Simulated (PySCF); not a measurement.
# Ionisation of cyclohexane

Molecule: cyclohexane, `C1CCCCC1` (C6H12). Coordinates in Å; atoms count from 1 in this order:
```
C    -0.6761    1.1233   -0.6781
C     0.7472    1.2628   -0.1453
C     1.4664   -0.0829   -0.1130
C     0.6740   -1.1218    0.6755
C    -0.7492   -1.2613    0.1427
C    -1.4685    0.0843    0.1104
H    -0.6360    0.8175   -1.7397
H    -1.1917    2.0973   -0.6567
H     1.3152    1.9876   -0.7511
H     0.7104    1.6772    0.8790
H     1.6034   -0.4437   -1.1490
H     2.4777    0.0318    0.3101
H     1.1896   -2.0958    0.6541
H     0.6340   -0.8160    1.7371
H    -1.3173   -1.9861    0.7486
H    -0.7125   -1.6758   -0.8815
H    -1.6056    0.4453    1.1463
H    -2.4798   -0.0304   -0.3129
```

These are calculated values, ωB97X-D3(BJ)/ma-def2-TZVP in PySCF (grid level 2) at geometries from PBE0-D3(BJ)/def2-SVP. The prefix ma- adds one diffuse s and one diffuse p function on all atoms but H. Thermal corrections: PBE0-D3(BJ)/def2-SVP frequencies, unscaled, ideal gas at 298.15 K and 1 bar, quasi-RRHO entropy.

Frontier levels of the parent: HOMO -10.77 eV, LUMO 1.22 eV.

Oxidation to the radical cation:
* Vertical ionisation energy (electronic): 10.65 eV
* Adiabatic ionisation energy (with zero-point energy): 9.82 eV
* Adiabatic, electronic part: 10.05 eV
* Vertical gap at the product's structure: 9.46 eV
* Inner reorganisation energy (four-point): 1188 meV
* Relaxation of product / of parent: 599 / 589 meV
* ⟨S²⟩ of the product: 0.755
* Largest spin populations: C6 0.15, C3 0.15, C1 0.15, C4 0.15
* Largest changes of atomic charge: H (on C5) 0.11, H (on C2) 0.11
* Distances that move most (Å): C1–C6 1.526 → 1.608; C3–C4 1.526 → 1.608; C1–C2 1.526 → 1.494; C4–C5 1.526 → 1.494
* Potential in acetonitrile: 7.46 V absolute, 2.92 V against Fc+/Fc computed at 4.54 V (solvation -2 → -224 kJ/mol)

Solvents are IEF-PCM continua (electrostatics only, gas-phase structures); absolute potentials refer to an electron at rest in vacuum. Fc+/Fc in acetonitrile, 4.54 V, is ωB97X-D3(BJ)/ma-def2-TZVP on PBE0-D3(BJ)/def2-SVP structures with GFN2-xTB thermal terms. Benchmark calculations put it near 5.0 V in acetonitrile and DMSO, so it is about 0.5 V low, and the value against it can read up to that much too high.

Measured values (NIST Chemistry WebBook, evaluated or the median of agreeing entries): vertical ionisation energy 10.30 eV (computed 10.65, difference 0.35); adiabatic ionisation energy 9.88 eV (computed 9.82, difference -0.06).

Hardware: 1 thread of Intel Xeon Platinum 8259CL @ 2.50GHz, shared with other jobs. Command: `OMP_NUM_THREADS=1 python redox_run.py task.json out`. Structures, frequencies and single points: 56 min.
